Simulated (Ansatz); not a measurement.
# C2H4N2: the cost of one run

Method: unrestricted cation, the program's frozen cores in correlated methods; program: Ansatz 0.2.0, Gaussian basis.

Plan: UKS PBE-D4/def2-TZVPP; UKS r2SCAN-D4/def2-TZVPP; UKS PBE0-D4/def2-TZVPP; UKS B3LYP-D4/def2-TZVPP; UKS wB97X-V/def2-TZVPP; UKS wB97M-V/def2-TZVPP; UKS B2PLYP/def2-TZVPP; UHF-MP2/def2-TZVPP; UHF-MP2/def2-QZVPP; then −ε(HOMO) from the neutral's earlier runs with LDA (SPW92), PBE-D4, revPBE-D4, BLYP-D4, r2SCAN-D4, B97M-V, PBE0-D4, B3LYP-D4, r2SCANh-D4, r2SCAN0-D4, HSE06-D4, BHLYP-D4, CAM-B3LYP-D4, LC-ωPBE, ωB97X-V, ωB97M-V.

1 further run of the same task is left out (it didn't finish).

## (1) The geometry

All runs share one geometry, relaxed beforehand with PBE0-D4 in a triple-zeta def2 set.

SMILES `N=CC=N`, 8 atoms, charge 0, spin multiplicity 1.

Atoms are counted from 1 here; the program's logs count them from 0.

Bond lengths: N1–C2 1.263 Å, N1–H5 1.019 Å, C2–C3 1.487 Å, C2–H6 1.098 Å, C3–N4 1.263 Å, C3–H7 1.098 Å, N4–H8 1.019 Å. Angles: C2–N1–H5 110.6°, N1–C2–C3 122.4°, N1–C2–H6 123.5°, C3–C2–H6 114.2°, C2–C3–N4 122.4°, C2–C3–H7 114.2°, N4–C3–H7 123.5°, C3–N4–H8 110.6°.

## (2) Cation, UKS PBE-D4/def2-TZVPP

File in.yaml:

```yaml
crystal:
  periodic: [false, false, false]
  atoms:
    - {symbol: N, position_ang: [-1.225786, 0.971381, -0.482881]}
    - {symbol: C, position_ang: [-0.022904, 0.754598, -0.164122]}
    - {symbol: C, position_ang: [0.469469, -0.596787, 0.213754]}
    - {symbol: N, position_ang: [-0.285574, -1.609122, 0.238589]}
    - {symbol: H, position_ang: [-1.364608, 1.956017, -0.707684]}
    - {symbol: H, position_ang: [0.747580, 1.536669, -0.140373]}
    - {symbol: H, position_ang: [1.537638, -0.631773, 0.466015]}
    - {symbol: H, position_ang: [0.236383, -2.438083, 0.520902]}
basis:
  gaussian: {orbitals: def2-TZVPP}
total_charge: 1
magnetization: {spin_polarized: true, initial_magnetization: 1}
hamiltonian: {xc: pbe, dispersion: d4}
```

The run is started by

```bash
> ansatz run in.yaml --threads 2 --pin off --events-out ev --progress --plain --max-ram 4352MiB
```

**Question.** How long does this run take on 2 threads of Arm Neoverse V2, shared host, and how much memory does it need?

About 5 s, with a peak of 0.34 GiB.
